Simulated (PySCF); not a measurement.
Species: C₆H₄.
InChI=1S/C6H4/c1-4-6(3)5-2/h1-2H,3H2

Method used: EOM-IP-CCSD/aug-cc-pVDZ in PySCF, restricted Hartree–Fock reference, frozen core, non-relativistic, gas phase, PBE0-D3(BJ)/def2-SVP geometry.

The vertical ionisation energies are 9.32, 10.58, 10.89, 11.13, 13.04, 13.96, 15.67, 16.78 eV.

Question: Which Hartree–Fock orbital leads each hole, and what is its Koopmans value −ε?

Answer: 
| leading hole (HF orbital) | Koopmans (eV) | EOM-IP-CCSD (eV) | change (eV) | one-hole share |
| --- | --- | --- | --- | --- |
| HOMO | 9.16 | 9.32 | +0.16 | 0.96 |
| HOMO-1 | 10.70 | 10.58 | -0.12 | 0.96 |
| HOMO-2 | 11.05 | 10.89 | -0.16 | 0.95 |
| HOMO-3 | 11.36 | 11.13 | -0.23 | 0.96 |
| HOMO-4 | 13.80 | 13.04 | -0.76 | 0.92 |
| HOMO-5 | 15.58 | 13.96 | -1.62 | 0.94 |
| HOMO-6 | 17.56 | 15.67 | -1.89 | 0.94 |
| HOMO-7 | 18.72 | 16.78 | -1.94 | 0.93 |

Question: Does the order of the lines follow the orbital energies?

Answer: Yes, no two lines change places. The corrections run from -1.94 to +0.16 eV, with a mean of -0.82 eV over the 8 lines; EOM-IP-CCSD lies above the Koopmans value for HOMO. Koopmans values leave out both the relaxation of the orbitals and the change in correlation energy.

Question: At what kinetic energies would He I light (21.22 eV) eject these electrons?

Answer: 11.90 eV (HOMO), 10.64 eV (HOMO-1), 10.33 eV (HOMO-2), 10.09 eV (HOMO-3), 8.18 eV (HOMO-4), 7.26 eV (HOMO-5), 5.55 eV (HOMO-6), 4.44 eV (HOMO-7).

Question: What total energy has the lowest final state, and which wavelength reaches it?

Answer: E(CCSD) + ionisation energy = -230.21760 + 0.34240 = -229.87520 Eh, at the geometry of the initial state. The threshold wavelength is 1239.84 eV nm/9.32 eV = 133.0 nm.

One root was sought for each valence orbital with −ε under 21 eV, eight at most, so deeper holes and satellites are missing; no vibrational structure.
